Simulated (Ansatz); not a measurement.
System: hcp Hf. Method: PBE in Ansatz (PAW).

Run with plane-wave cutoff 520 eV, 18×18×12 k mesh (along the axes of the cell as run), Fermi–Dirac smearing 0.05 eV, scalar-relativistic PAW data made under PBE.

Energies at three volumes about the minimum:

```
V (Å³/atom)  E − E_lowest (meV/atom)
-----------  -----------------------
22.084                          3.10
22.535                          0.00
22.986                          2.93
```

Question: Fit a parabola by hand: where is the minimum, and what is the bulk modulus?

Answer: Slopes: (0.00 − 3.10)/(22.535 − 22.084) = -6.874 and (2.93 − 0.00)/(22.986 − 22.535) = 6.497 meV/Å³. Curvature E″ = 2 × (6.497 − (-6.874))/(22.986 − 22.084) = 29.647 meV/Å⁶. From the middle of the first interval, the slope vanishes at V0 = 22.3095 − (-6.874)/29.647 = 22.541 Å³/atom. B = V0 E″ = 22.541 × 29.647 meV/Å³ × 0.1602 GPa per meV/Å³ = 107 GPa. The full Birch–Murnaghan fit to all volumes gives V0 = 22.535 Å³/atom and B0 = 107 GPa.

Shape and atoms are relaxed at each volume.

Measured, for comparison: bulk modulus 110 GPa (zero-point energy and finite temperature contributions removed; as tabulated in doi:10.1021/acs.jctc.3c00612); equilibrium volume per atom 22.30 Å³/atom (copied from a table, unchecked, extrapolated to 0 K and zero-point effects removed; as tabulated in Lejaeghere et al. (2013), arXiv:1204.2733). Computed less measured: bulk modulus -2.7 %, equilibrium volume per atom not scored (unchecked).

Ansatz is a program for electronic structure.
